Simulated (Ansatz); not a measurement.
**bcc Pd (model structure)**

These are LDA (Ansatz, an electronic-structure program, PAW) values and carry that method's errors.

Run with plane-wave cutoff 500 eV, 32×32×32 k mesh, Fermi–Dirac smearing 0.1 eV, scalar-relativistic PAW data made under PBE.

Cell (relaxed at this level):

```xyz
1
Lattice="-1.5281 1.5281 1.5281 1.5281 -1.5281 1.5281 1.5281 1.5281 -1.5281" Properties=species:S:1:pos:R:3 pbc="T T T"
Pd     0.0000     0.0000     0.0000
```

```yaml
band_gap: none
```

Note: the relaxation could raise the start's symmetry but not lower it, so the cell can be a saddle point.

Spin–orbit coupling is not included.

Static lattice: no zero-point or thermal effects.

It cost about 60 core-seconds (a rough figure) of CPU time.

A model structure was made by putting elements into a prototype or built by hand; it is no filed structure, need not be a known phase, and can be a saddle point held by its symmetry.
